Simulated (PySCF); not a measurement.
An unknown is described by computed data only.

Formula: C7H8O.

* Polarisability: 85.8 au [CAM-B3LYP/def2-SVPD]
* NMR, other nuclei: isotropic shieldings of nuclei other than C and H, by class: 232 (1 O) ppm [GIAO PBE0/pcSseg-1]
* UV, strongest line: among the 10 lowest singlet transitions: S5 at 6.93 eV (179 nm, f = 0.691) [TDDFT CAM-B3LYP/def2-SVPD]
* 13C NMR: chemical shifts (computed TMS as zero) by class: 164.6 (1 C), 135.1 (2 C), 124.8 (1 C), 117.2 (2 C), 53.6 (1 C) ppm [GIAO PBE0/pcSseg-1]
* 1H NMR: chemical shifts (computed TMS as zero) by class: 7.38 (2 H), 7.00 (1 H), 6.83 (2 H), 3.66 (3 H) ppm [GIAO PBE0/pcSseg-1]
* Rotational structure: rotational constants A, B, C: 5.059, 1.572, 1.208 GHz [PBE0-D3(BJ)/def2-SVP]
* Valence photoelectron: vertical ionisation energy: 8.34 eV [ΔSCF CAM-B3LYP/def2-SVPD]

Electronic properties: PySCF, gas phase, density fitting. Levels stand in brackets. Geometry: PBE0-D3(BJ)/def2-SVP, one conformer, isolated molecule. NMR classes are plain means over equivalent atoms (diastereotopic ones count apart unless rotation or inversion swaps them), as if these changed places fast.

Question: Give a SMILES that accounts for the data.

Answer: Numbering: `[CH3:1][O:2][c:3]1[cH:4][cH:5][cH:6][cH:7][cH:8]1`. Its formula, C7H8O, gives 4 degrees of unsaturation: 1 ring and 3 π bonds in the structure found (Kekulé form). 7 carbons fall into 5 classes; from least to most shielded: aromatic carbon bearing oxygen [C3] (164.6 ppm), aromatic CH carbon [C5/C7] (135.1 ppm, 2 C), aromatic CH carbon [C6] (124.8 ppm), aromatic CH carbon [C4/C8] (117.2 ppm, 2 C, up to 11.2 ppm apart in this geometry), methoxy carbon [C1] (53.6 ppm). Hydrogen classes from least to most shielded: 2 H on the meta carbons, C5/C7 (7.38 ppm), 1 H on the para carbon, C6 (7.00 ppm), 2 H on the ortho carbons, C4/C8 (6.83 ppm), 3 H on a methoxy carbon, C1 (3.66 ppm, a mean of values up to 0.5 ppm apart in this geometry). The other shieldings belong to: 232 ppm, aryl ether oxygen [O2]. The first electron is taken from the HOMO, whose largest Löwdin shares are 0.20 on the aryl ether oxygen, 0.20 on an aromatic CH carbon, 0.15 on the aromatic carbon bearing oxygen and 0.12 on an aromatic CH carbon. The optimised geometry has point group Cs and is an asymmetric top. Structure: `COc1ccccc1` (anisole). Computed isomers that give other values at the same levels: `C=CCc1ccoc1` (vertical ionisation energy: 8.64 eV); `Cc1ccccc1O` (13C chemical shifts (computed TMS as zero) by class: 160.7 (1 C), 135.5 (1 C), 134.4 (1 C), 124.2 (1 C), 122.2 (1 C), 118.8 (1 C), 16.0 (1 C) ppm); `Cc1cccc(O)c1` (rotational constant A: 3.668 GHz; this holds for the one conformer computed). The assignments are read from this structure; whether some other isomer fits the data as well wasn't checked.

Shape of the structure used: `[CH3:1][O:2][c:3]1[cH:4][cH:5][cH:6][cH:7][cH:8]1`: C1–O2–C3–C4 180°.
